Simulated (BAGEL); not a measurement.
# A workflow on singlet C2H6B+

We compute the energy (singlet C2H6B+, HF/6-31G*), then a single-point energy (doublet C2H6B, NEVPT2(3,3)/6-31G*), then a single-point energy (doublet C2H6B, CASPT2(3,3)/6-31G*) of C2H6B. 

The calculation is run with BAGEL 1.2.2.

3 further runs of the same task are left out: 3 set aside as unsound or not needed.

## Step 1: The system as given

C2H6B+: 9 atoms, total charge +1, spin state singlet. As SMILES of the parent species, `[CH2]BC`. One bond was lengthened or shortened from a relaxed shape. That shape belongs to the parent species and isn't relaxed for this state.

Bond lengths: C1–B2 1.531 Å, B2–C3 1.561 Å, C1–H4 1.088 Å, C1–H5 1.087 Å, B2–H6 1.022 Å, C3–H7 1.092 Å, C3–H8 1.097 Å, C3–H9 1.097 Å. Some angles: C1–B2–C3 122.9°, C1–B2–H6 118.3°, C3–B2–H6 118.8°, B2–C1–H4 122.7°, B2–C1–H5 123.3°, B2–C3–H7 115.2°, B2–C3–H8 109.8°, B2–C3–H9 110.0°, H4–C1–H5 113.9°, H7–C3–H8 108.4°.

## Step 2: The energy at HF/6-31G(d) (density fitting with svp-jkfit, spherical functions) (run 1)

hf.json reads:

```json
{ "bagel": [

{
  "title": "molecule",
  "basis": "6-31gs.json",
  "df_basis": "svp-jkfit",
  "angstrom": false,
  "geometry": [
    { "atom": "C", "xyz": [    -1.42389163,     1.67844341,    -1.81395756 ] },
    { "atom": "B", "xyz": [     0.52611676,     1.29577387,     0.28855173 ] },
    { "atom": "C", "xyz": [     1.15577351,    -1.35154346,     1.42748967 ] },
    { "atom": "H", "xyz": [    -2.49442148,     0.12565545,    -2.63466561 ] },
    { "atom": "H", "xyz": [    -1.86684343,     3.51450131,    -2.62105958 ] },
    { "atom": "H", "xyz": [     1.45338836,     2.84706138,     0.96942950 ] },
    { "atom": "H", "xyz": [     0.09469229,    -2.92984272,     0.62567887 ] },
    { "atom": "H", "xyz": [     3.17985916,    -1.74668520,     1.20941527 ] },
    { "atom": "H", "xyz": [     0.85190554,    -1.33094545,     3.47840943 ] }
  ]
},

{ "title": "hf", "charge": 1 },

{ "title": "print", "file": "orbitals.molden", "orbitals": true }

]}
```

The basis set 6-31G* is read from a file made from the Basis Set Exchange's data (not shown).

Started as:

```console
$ BAGEL_NUM_THREADS=1 BAGEL hf.json > hf.out
```

What it wrote:

```text
* using 1 threads per process

  ===============================================================
  ===============================================================

  *** Geometry ***

  { "atom" : "C", "xyz" : [     -1.423892,      1.678443,     -1.813958 ] },
  { "atom" : "B", "xyz" : [      0.526117,      1.295774,      0.288552 ] },
  { "atom" : "C", "xyz" : [      1.155774,     -1.351543,      1.427490 ] },
  { "atom" : "H", "xyz" : [     -2.494421,      0.125655,     -2.634666 ] },
  { "atom" : "H", "xyz" : [     -1.866843,      3.514501,     -2.621060 ] },
  { "atom" : "H", "xyz" : [      1.453388,      2.847061,      0.969430 ] },
  { "atom" : "H", "xyz" : [      0.094692,     -2.929843,      0.625679 ] },
  { "atom" : "H", "xyz" : [      3.179859,     -1.746685,      1.209415 ] },
  { "atom" : "H", "xyz" : [      0.851906,     -1.330945,      3.478409 ] },

  Number of auxiliary basis functions:      333

  Since a DF basis is specified, we compute 2- and 3-index integrals:
    o Being stored without compression. Storage requirement is 0.008 GB

  Number of basis functions:       54
  Number of electrons      :       23

    * METHOD: MOLECULE                             0.10

  *** RHF ***

  === Nuclear Repulsion ===
    61.2636765105

      * DIIS with orbital gradients will be used.

  === RHF iteration (6-31gs.json) ===
      0       -103.42304631          0.01906826           0.01
      1       -103.50872846          0.00627699           0.01
      2       -103.51773400          0.00188231           0.01
      3       -103.51877938          0.00034997           0.01
      4       -103.51882984          0.00012351           0.01
      5       -103.51883783          0.00002482           0.01
      6       -103.51883813          0.00000436           0.01
      7       -103.51883814          0.00000065           0.01
      8       -103.51883814          0.00000026           0.01
      9       -103.51883814          0.00000015           0.01
     10       -103.51883814          0.00000007           0.01
     11       -103.51883814          0.00000003           0.01
     12       -103.51883814          0.00000001           0.01
    * SCF iteration converged.

    * Permanent dipole moment:
           (    1.118784,    -0.938007,     1.338341) a.u.

    * METHOD: HF                                   0.25

    * METHOD: PRINT                                0.01

  ===============================================================
```

It took 0.5 s on 1 thread of Arm Neoverse V1, shared host; peak memory 0.084 GiB.

## Step 3: Doublet neutral C2H6B: the energy at NEVPT2(3,3)/6-31G(d) (density fitting with svp-jkfit, spherical functions) (run 2)

job.json reads:

```json
{ "bagel": [

{
  "title": "molecule",
  "basis": "6-31gs.json",
  "df_basis": "svp-jkfit",
  "angstrom": false,
  "geometry": [
    { "atom": "C", "xyz": [    -1.42389163,     1.67844341,    -1.81395756 ] },
    { "atom": "B", "xyz": [     0.52611676,     1.29577387,     0.28855173 ] },
    { "atom": "C", "xyz": [     1.15577351,    -1.35154346,     1.42748967 ] },
    { "atom": "H", "xyz": [    -2.49442148,     0.12565545,    -2.63466561 ] },
    { "atom": "H", "xyz": [    -1.86684343,     3.51450131,    -2.62105958 ] },
    { "atom": "H", "xyz": [     1.45338836,     2.84706138,     0.96942950 ] },
    { "atom": "H", "xyz": [     0.09469229,    -2.92984272,     0.62567887 ] },
    { "atom": "H", "xyz": [     3.17985916,    -1.74668520,     1.20941527 ] },
    { "atom": "H", "xyz": [     0.85190554,    -1.33094545,     3.47840943 ] }
  ]
},

{
  "title": "hf",
  "charge": 1
},

{
  "title": "casscf",
  "nstate": 1,
  "nact": 3,
  "nclosed": 10,
  "nspin": 1,
  "active": [8, 12, 21],
  "maxiter": 200,
  "natocc": true
},

{
  "title": "nevpt2",
  "nstate": 1,
  "nact": 3,
  "nclosed": 10,
  "nspin": 1,
  "active": [8, 12, 21],
  "maxiter": 200,
  "natocc": true,
  "ncore": 3
},

{
  "title": "print",
  "file": "orbitals.molden",
  "orbitals": true
}

]}
```

The basis set 6-31G* is read from a file made from the Basis Set Exchange's data (not shown).

Started as:

```console
$ BAGEL_NUM_THREADS=1 BAGEL job.json > job.out
```

What it wrote:

```text
* using 1 threads per process

  ===============================================================
  ===============================================================

  *** Geometry ***

  { "atom" : "C", "xyz" : [     -1.423892,      1.678443,     -1.813958 ] },
  { "atom" : "B", "xyz" : [      0.526117,      1.295774,      0.288552 ] },
  { "atom" : "C", "xyz" : [      1.155774,     -1.351543,      1.427490 ] },
  { "atom" : "H", "xyz" : [     -2.494421,      0.125655,     -2.634666 ] },
  { "atom" : "H", "xyz" : [     -1.866843,      3.514501,     -2.621060 ] },
  { "atom" : "H", "xyz" : [      1.453388,      2.847061,      0.969430 ] },
  { "atom" : "H", "xyz" : [      0.094692,     -2.929843,      0.625679 ] },
  { "atom" : "H", "xyz" : [      3.179859,     -1.746685,      1.209415 ] },
  { "atom" : "H", "xyz" : [      0.851906,     -1.330945,      3.478409 ] },

  Number of auxiliary basis functions:      333

  Since a DF basis is specified, we compute 2- and 3-index integrals:
    o Being stored without compression. Storage requirement is 0.008 GB

  Number of basis functions:       54
  Number of electrons      :       23

    * METHOD: MOLECULE                             0.09

  *** RHF ***

  === Nuclear Repulsion ===
    61.2636765105

      * DIIS with orbital gradients will be used.

  === RHF iteration (6-31gs.json) ===
      0       -103.42304631          0.01906826           0.01
      1       -103.50872846          0.00627699           0.01
      2       -103.51773400          0.00188231           0.01
      3       -103.51877938          0.00034997           0.01
      4       -103.51882984          0.00012351           0.01
      5       -103.51883783          0.00002482           0.01
      6       -103.51883813          0.00000436           0.01
      7       -103.51883814          0.00000065           0.01
      8       -103.51883814          0.00000026           0.01
      9       -103.51883814          0.00000015           0.01
     10       -103.51883814          0.00000007           0.01
     11       -103.51883814          0.00000003           0.01
     12       -103.51883814          0.00000001           0.01
    * SCF iteration converged.

    * Permanent dipole moment:
           (    1.118784,    -0.938007,     1.338341) a.u.

    * METHOD: HF                                   0.24

  ---------------------------
      CASSCF calculation
  ---------------------------

    ==== Active orbitals : =====
         Orbital 8
         Orbital 12
         Orbital 21
    ============================

    * nstate   :      1
    * nclosed  :     10
    * nact     :      3
    * nvirt    :     41
  === CASSCF iteration (6-31gs.json) ===

    * Using the second-order algorithm

      0  0      -103.80522802     2.83e-02      0.01

      1  0      -103.85109593     1.06e-03      0.09

      2  0      -103.85259951     2.93e-04      0.09

      3  0      -103.86027946     7.23e-04      0.08

      4  0      -103.86120674     1.64e-04      0.09

      5  0      -103.86122898     1.39e-05      0.09

      6  0      -103.86122921     4.67e-06      0.08

      7  0      -103.86122922     1.34e-06      0.09

      8  0      -103.86122922     3.56e-07      0.09

      9  0      -103.86122922     9.08e-08      0.09

     10  0      -103.86122922     2.26e-08      0.08

     11  0      -103.86122922     5.54e-09      0.07

    * Second-order optimization converged. *

     guess   0:   closed 1..                  open .1.

  === FCI iteration ===

      0  0      -103.85087517     5.22e-02      0.00
      1  0      -103.86122346     9.13e-04      0.00
      2  0      -103.86122921     4.24e-05      0.00
      3  0      -103.86122922     5.61e-08      0.00
      4  0      -103.86122922     2.76e-09      0.00
      5  0      -103.86122922     2.10e-10      0.00
      6  0 *    -103.86122922     9.97e-12      0.00

     * ci vector, state   0, <S^2> = 0.7500
       2a.     0.9978175111
       .a2     0.0659140973

    * METHOD: CASSCF                               0.98

    * freezing 3 orbitals

  === DF-NEVPT2 calculation ===

    * 3-index integral transformation done
    * assembly done

      NEVPT2 correlation energy:   -0.2958788748      0.05

          (+0)     -0.2256580393
          (+0)'    -0.0099607158
          (+1)     -0.0078552841
          (+1)'    -0.0000085520
          (+2)     -0.0000742409
          (-1)     -0.0433250208
          (-1)'    -0.0005171212
          (-2)     -0.0084799007

      NEVPT2 total energy:       -104.1571080966

    * METHOD: NEVPT2                               0.09

    * METHOD: PRINT                                0.01

  ===============================================================
```

It took 1.6 s on 1 thread of Arm Neoverse V1, shared host; peak memory 0.14 GiB.

## Step 4: Doublet neutral C2H6B: the energy at CASPT2(3,3)/6-31G(d) (density fitting with svp-jkfit, spherical functions) (run 3)

calc.json reads:

```json
{ "bagel": [

{
  "title": "molecule",
  "basis": "6-31gs.json",
  "df_basis": "svp-jkfit",
  "angstrom": false,
  "geometry": [
    { "atom": "C", "xyz": [ -1.42389163,  1.67844341, -1.81395756 ] },
    { "atom": "B", "xyz": [  0.52611676,  1.29577387,  0.28855173 ] },
    { "atom": "C", "xyz": [  1.15577351, -1.35154346,  1.42748967 ] },
    { "atom": "H", "xyz": [ -2.49442148,  0.12565545, -2.63466561 ] },
    { "atom": "H", "xyz": [ -1.86684343,  3.51450131, -2.62105958 ] },
    { "atom": "H", "xyz": [  1.45338836,  2.84706138,  0.96942950 ] },
    { "atom": "H", "xyz": [  0.09469229, -2.92984272,  0.62567887 ] },
    { "atom": "H", "xyz": [  3.17985916, -1.74668520,  1.20941527 ] },
    { "atom": "H", "xyz": [  0.85190554, -1.33094545,  3.47840943 ] }
  ]
},
{
  "title": "hf",
  "charge": 1
},
{
  "title": "casscf",
  "nstate": 1,
  "nact": 3,
  "nclosed": 10,
  "nspin": 1,
  "active": [8, 12, 21],
  "maxiter": 200,
  "natocc": true
},
{
  "title": "print",
  "file": "orbitals.molden",
  "orbitals": true
},
{
  "title": "smith",
  "method": "caspt2",
  "ms": true,
  "xms": true,
  "sssr": true,
  "shift": 0.2,
  "shift_imag": true,
  "ncore": 3
}

]}
```

The basis set 6-31G* is read from a file made from the Basis Set Exchange's data (not shown).

Started as:

```console
$ BAGEL_NUM_THREADS=1 BAGEL calc.json > calc.out
```

What it wrote:

```text
* using 1 threads per process

  ===============================================================
  ===============================================================

  *** Geometry ***

  { "atom" : "C", "xyz" : [     -1.423892,      1.678443,     -1.813958 ] },
  { "atom" : "B", "xyz" : [      0.526117,      1.295774,      0.288552 ] },
  { "atom" : "C", "xyz" : [      1.155774,     -1.351543,      1.427490 ] },
  { "atom" : "H", "xyz" : [     -2.494421,      0.125655,     -2.634666 ] },
  { "atom" : "H", "xyz" : [     -1.866843,      3.514501,     -2.621060 ] },
  { "atom" : "H", "xyz" : [      1.453388,      2.847061,      0.969430 ] },
  { "atom" : "H", "xyz" : [      0.094692,     -2.929843,      0.625679 ] },
  { "atom" : "H", "xyz" : [      3.179859,     -1.746685,      1.209415 ] },
  { "atom" : "H", "xyz" : [      0.851906,     -1.330945,      3.478409 ] },

  Number of auxiliary basis functions:      333

  Since a DF basis is specified, we compute 2- and 3-index integrals:
    o Being stored without compression. Storage requirement is 0.008 GB

  Number of basis functions:       54
  Number of electrons      :       23

    * METHOD: MOLECULE                             0.10

  *** RHF ***

  === Nuclear Repulsion ===
    61.2636765105

      * DIIS with orbital gradients will be used.

  === RHF iteration (6-31gs.json) ===
      0       -103.42304631          0.01906826           0.01
      1       -103.50872846          0.00627699           0.01
      2       -103.51773400          0.00188231           0.01
      3       -103.51877938          0.00034997           0.01
      4       -103.51882984          0.00012351           0.01
      5       -103.51883783          0.00002482           0.01
      6       -103.51883813          0.00000436           0.01
      7       -103.51883814          0.00000065           0.01
      8       -103.51883814          0.00000026           0.01
      9       -103.51883814          0.00000015           0.01
     10       -103.51883814          0.00000007           0.01
     11       -103.51883814          0.00000003           0.01
     12       -103.51883814          0.00000001           0.01
    * SCF iteration converged.

    * Permanent dipole moment:
           (    1.118784,    -0.938007,     1.338341) a.u.

    * METHOD: HF                                   0.24

  ---------------------------
      CASSCF calculation
  ---------------------------

    ==== Active orbitals : =====
         Orbital 8
         Orbital 12
         Orbital 21
    ============================

    * nstate   :      1
    * nclosed  :     10
    * nact     :      3
    * nvirt    :     41
  === CASSCF iteration (6-31gs.json) ===

    * Using the second-order algorithm

      0  0      -103.80522802     2.83e-02      0.01

      1  0      -103.85109593     1.06e-03      0.09

      2  0      -103.85259951     2.93e-04      0.09

      3  0      -103.86027946     7.23e-04      0.08

      4  0      -103.86120674     1.64e-04      0.09

      5  0      -103.86122898     1.39e-05      0.09

      6  0      -103.86122921     4.67e-06      0.08

      7  0      -103.86122922     1.34e-06      0.09

      8  0      -103.86122922     3.56e-07      0.09

      9  0      -103.86122922     9.08e-08      0.09

     10  0      -103.86122922     2.26e-08      0.08

     11  0      -103.86122922     5.54e-09      0.07

    * Second-order optimization converged. *

     guess   0:   closed 1..                  open .1.

  === FCI iteration ===

      0  0      -103.85087517     5.22e-02      0.00
      1  0      -103.86122346     9.13e-04      0.00
      2  0      -103.86122921     4.24e-05      0.00
      3  0      -103.86122922     5.61e-08      0.00
      4  0      -103.86122922     2.76e-09      0.00
      5  0      -103.86122922     2.10e-10      0.00
      6  0 *    -103.86122922     9.97e-12      0.00

     * ci vector, state   0, <S^2> = 0.7500
       2a.     0.9978175111
       .a2     0.0659140973

    * METHOD: CASSCF                               0.99

    * METHOD: PRINT                                0.01

  === SMITH program ===

    * freezing 3 orbitals

    * Approximate memory requirement for SMITH calulation per MPI process:
      o Storage requirement for T-amplitude, lambda, and residual is 0.00 GB
      o Storage requirement for MO integrals is 0.00 GB
    * Calculating and saving rdm4f

    * Zeroth order energy : state  0       -1.2607971819

    * CASPT2 iteration is performed using orthogonal basis

      -------------------------------------------  CASPT2 iteration  ---------------------------------------------------
       #      aibj      arbs      arbi      airj      risj      airs      arst      rist         Etot      error   time
      ------------------------------------------------------------------------------------------------------------------

       0  -0.22538  -0.01059  -0.04644  -0.00891  -0.00012  -0.00975  -0.00052  -0.00001   -0.3017190  0.0020395   0.03
       1  -0.22567  -0.01066  -0.04654  -0.00907  -0.00014  -0.00996  -0.00054  -0.00001   -0.3025988  0.0004472   0.02
       2  -0.22568  -0.01067  -0.04656  -0.00908  -0.00014  -0.00996  -0.00054  -0.00001   -0.3026405  0.0001037   0.02
       3  -0.22568  -0.01067  -0.04656  -0.00908  -0.00014  -0.00997  -0.00054  -0.00001   -0.3026425  0.0000267   0.03
       4  -0.22568  -0.01067  -0.04656  -0.00908  -0.00014  -0.00997  -0.00054  -0.00001   -0.3026426  0.0000071   0.03
       5  -0.22568  -0.01067  -0.04656  -0.00908  -0.00014  -0.00997  -0.00054  -0.00001   -0.3026426  0.0000014   0.03
       6  -0.22568  -0.01067  -0.04656  -0.00908  -0.00014  -0.00997  -0.00054  -0.00001   -0.3026426  0.0000004   0.03

      ------------------------------------------------------------------------------------------------------------------

    * CASPT2 energy : state  0     -104.1655548761
        w/o shift correction       -104.1638718633
        reference weight              0.9038486207

    * METHOD: SMITH                                0.25

  ===============================================================
```

Run time: 1.7 s. Hardware: 1 thread of Arm Neoverse V1, shared host; peak memory 0.14 GiB.

## Step 5: Summary of results

| quantity | value |
| --- | --- |
| run 1, HF/6-31G*: total energy | -103.51884 Eh |
| run 1, HF/6-31G*: HOMO energy | -18.58 eV |
| run 1, HF/6-31G*: LUMO energy | -7.79 eV |
| run 1, HF/6-31G*: HOMO–LUMO gap | 10.80 eV |
| doublet neutral C2H6B, run 2: total energy | -104.15711 Eh |
| doublet neutral C2H6B, run 3: total energy | -104.16555 Eh |
